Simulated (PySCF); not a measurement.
Consider chlorosilane, `[SiH3]Cl` (ClH3Si). Coordinates in Å; atoms count from 1 in this order:
```
Si   -0.1143   -0.0033   -0.0133
Cl    1.9491    0.1050    0.0622
H    -0.5076   -1.0222   -1.0253
H    -0.6525    1.3310   -0.3967
H    -0.6251   -0.3942    1.3295
```

Energies: M06-2X/def2-TZVP (PySCF, density fitting, integration grid level 3) on PBE0-D3(BJ)/def2-SVP structures. Thermal corrections: PBE0-D3(BJ)/def2-SVP frequencies, unscaled, ideal gas at 298.15 K and 1 bar, quasi-RRHO entropy.

**Question.** Rank these bonds by dissociation enthalpy, weakest first.
A. Si1–H
B. Si1–Cl2

**Answer.** A (372 kJ/mol), B (453 kJ/mol).

**Question.** For Si1–H, what are ΔE (electronic) and ΔG(298 K) of the homolysis?

**Answer.** ΔE = 391 and ΔG = 334 kJ/mol, beside ΔH = 372 kJ/mol. The radicals are `[SiH2]Cl` and H•.

Known limits: spin-orbit coupling is left out of the energies, which matters for open shells on the heavier atoms.
